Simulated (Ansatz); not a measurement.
Potential energy surface of H₃ (anion, charge -1), singlet: collinear H-H-H surface. Scanned: first H-H distance and second H-H distance.

Cartesian coordinates as functions of the variables (Å; names that start with a are angles):
```
H  0  0  -r1
H  0  0  0
H  0  0  r2
```

Calculation: CCSD(T) on RHF/aug-cc-pVTZ, frozen core run with Ansatz (a quantum-chemistry and plane-wave program).

Energy in kJ/mol above the lowest grid point; x is the first H-H distance (Å), y the second H-H distance (Å).

```csv
y \ x,0.63,0.70,0.76,0.82,0.89,0.96,1.05,1.14,1.27,1.42,1.63,1.91,2.15
2.15,35.6,6.6,0.0,4.4,18.6,38.7,69.2,101.5,147.0,193.7,245.9,293.7,320.9
1.91,43.5,12.8,4.6,7.4,19.4,37.3,64.7,93.8,134.7,176.7,223.6,267.6,293.7
1.63,61.0,27.0,15.7,15.1,23.1,36.7,58.5,81.9,114.9,148.8,186.9,223.6,245.9
1.42,83.9,45.7,30.6,26.0,29.1,37.7,53.0,70.2,94.7,120.1,148.8,176.7,193.7
1.27,108.1,65.6,46.6,37.9,36.2,39.9,49.0,60.3,77.0,94.7,114.9,134.7,147.0
1.14,136.6,89.1,65.6,52.4,45.3,43.8,46.3,51.4,60.3,70.2,81.9,93.8,101.5
1.05,161.5,109.9,82.8,65.8,54.4,48.6,46.0,46.3,49.0,53.0,58.5,64.7,69.2
0.96,192.1,135.9,104.6,83.5,67.3,56.9,48.6,43.8,39.9,37.7,36.7,37.3,38.7
0.89,221.2,161.0,126.3,101.8,81.6,67.3,54.4,45.3,36.2,29.1,23.1,19.4,18.6
0.82,256.8,192.5,154.2,126.1,101.8,83.5,65.8,52.4,37.9,26.0,15.1,7.4,4.4
0.76,294.8,226.9,185.5,154.2,126.3,104.6,82.8,65.6,46.6,30.6,15.7,4.6,0.0
0.70,342.7,271.4,226.9,192.5,161.0,135.9,109.9,89.1,65.6,45.7,27.0,12.8,6.6
0.63,417.9,342.7,294.8,256.8,221.2,192.1,161.5,136.6,108.1,83.9,61.0,43.5,35.6
```

Points that lie below all their neighbours on the grid: x = 2.15, y = 0.76 on the edge of the grid (0.0 kJ/mol); x = 0.76, y = 2.15 on the edge of the grid (0.0 kJ/mol). The lowest path on the grid from the first to the second passes x = 1.05, y = 1.05 at 46.0 kJ/mol.
